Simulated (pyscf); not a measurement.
Optimised with ωB97X-D3(BJ)/def2-SVP in PySCF.

### Question
Estimate the classical barrier height and the reaction energy of `[SnH2]` [singlet] + `[FH]` → `[F][SnH]` [singlet] + `[H][H]` at ωB97M-D3(BJ)/def2-TZVP. The step runs on the singlet surface, breaks H–Sn, F–H and forms F–Sn, H–H; take the separated reactants as zero.

### Answer
ΔE‡ = 0.00 eV, ΔE = -0.94 eV. Zero-point energy shifts the barrier by +0.04 eV. It is a four-centre exchange, with an imaginary mode of 1105i cm⁻¹. On the reactant side the descent ends in a bound adduct, 0.37 eV under the separated species and 0.31 eV under the saddle at ωB97X-D3(BJ)/def2-TZVP. At the saddle there is also a short H–Sn contact that neither side keeps. This is the saddle that the search found; another between the same sides may lie lower. Elements past Kr carry the def2 core potentials, without spin-orbit coupling.
